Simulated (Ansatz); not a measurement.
**BNH₄ (triplet): wave-function methods side by side at distance B1–H4 along a hydrogen transfer = 1.539 Å, cc-pVDZ**

Aim: climb from Hartree-Fock through coupled cluster and multireference methods for BNH₄ (triplet) at one geometry and basis, and see what each rung misses.

The runs use Ansatz 0.2.0, Gaussian basis; cc-pVDZ, correlated electrons: outside noble gas.

Plan: UHF; CCSD(T) on ROHF; CCSD(T) on UHF; BCCD(T) on ROHF; CISD; CCSDT(Q) on ROHF; CCSDT(Q) on UHF; CASSCF and MRCISD+Q, 4 electrons in 4 orbitals; CASSCF and NEVPT2, 4 electrons in 4 orbitals.

**1. The geometry**

The geometry derives from fragments relaxed apart (PBE0/def2-TZVP) and kept rigid, so it is no stationary point. A hydrogen atom is moved between rigid fragments.

6 atoms, charge 0, spin multiplicity 3.

Atoms are counted from 1 here; the program's logs count them from 0.

Bond lengths: B1–H2 1.193 Å, B1–H3 1.193 Å, H4–N5 1.299 Å, N5–H6 1.040 Å. Angles: H2–B1–H3 120.0°, H4–N5–H6 105.0°.

Geometry (Å):

```xyz
6

B    -1.49850    0.03509    0.00000
H    -2.09524    1.06866    0.00000
H    -2.09524   -0.99849    0.00000
H     0.04050    0.03509    0.00000
N     1.33950    0.03509    0.00000
H     1.60858   -0.96914    0.00000
```

In the tables R marks a restricted open-shell determinant and U an unrestricted one; 'pair' is the active space of 4 electrons in 4 orbitals; correlation energies count from the lowest restricted Hartree-Fock solution.

**2. UHF**

Input file in.yaml:

```yaml
crystal:
  periodic: [false, false, false]
  atoms:
    - {symbol: B, position_ang: [-1.498504, 0.035086, 0.000000]}
    - {symbol: H, position_ang: [-2.095238, 1.068657, 0.000000]}
    - {symbol: H, position_ang: [-2.095238, -0.998486, 0.000000]}
    - {symbol: H, position_ang: [0.040496, 0.035086, 0.000000]}
    - {symbol: N, position_ang: [1.339496, 0.035086, 0.000000]}
    - {symbol: H, position_ang: [1.608577, -0.969141, 0.000000]}
basis:
  gaussian: {orbitals: cc-pVDZ}
magnetization: {spin_polarized: true, initial_magnetization: 2}
hamiltonian: {xc: hf}
output: {orbitals: {seedname: orbitals}}
```

Launch:

```sh
> ansatz run in.yaml --threads 1 --pin off --events-out ev --progress --plain --max-ram 2393MiB
```

After this run come: CCSD(T) on ROHF; CCSD(T) on UHF; BCCD(T) on ROHF; CISD; CCSDT(Q) on ROHF; CCSDT(Q) on UHF; CASSCF and MRCISD+Q, 4 electrons in 4 orbitals; CASSCF and NEVPT2, 4 electrons in 4 orbitals.

Q: Predict the results of all the runs planned. Wanted: correlation energy, UCCSDT(Q); RMP2 from UCCSDT(Q); UMP2 from UCCSDT(Q); RCCSD from UCCSDT(Q); RCCSD(T) from UCCSDT(Q); UCCSD(T) from UCCSDT(Q); RCCSDT(Q) from UCCSDT(Q); MRCISD+Q pair from UCCSDT(Q); T1 diagnostic.

As calculated:

```
                                      quantity                                                   value
                 correlation energy, UCCSDT(Q)                                              -7.7486 eV
                           RMP2 from UCCSDT(Q)                                           +123.5 kJ/mol
                           UMP2 from UCCSDT(Q)                                           +132.8 kJ/mol
                          RCCSD from UCCSDT(Q)                                            +19.1 kJ/mol
                       RCCSD(T) from UCCSDT(Q)                                             +3.6 kJ/mol
                       UCCSD(T) from UCCSDT(Q)                                             +3.7 kJ/mol
                      RCCSDT(Q) from UCCSDT(Q)                                             +0.1 kJ/mol
                  MRCISD+Q pair from UCCSDT(Q)                                             +6.2 kJ/mol
levels of the table within 1 kcal/mol (43 meV)  RCCSD(T), UCCSD(T), BCCD(T), RCCSDT, UCCSDT, RCCSDT(Q)
                                 T1 diagnostic                                                   0.026
```

RCCSD(T) lands +3.6 kJ/mol from the yardstick (0.5 % of the correlation energy). These misses are within one basis, not against nature; the frozen cores of restricted and unrestricted runs differ, which can shift their rows.
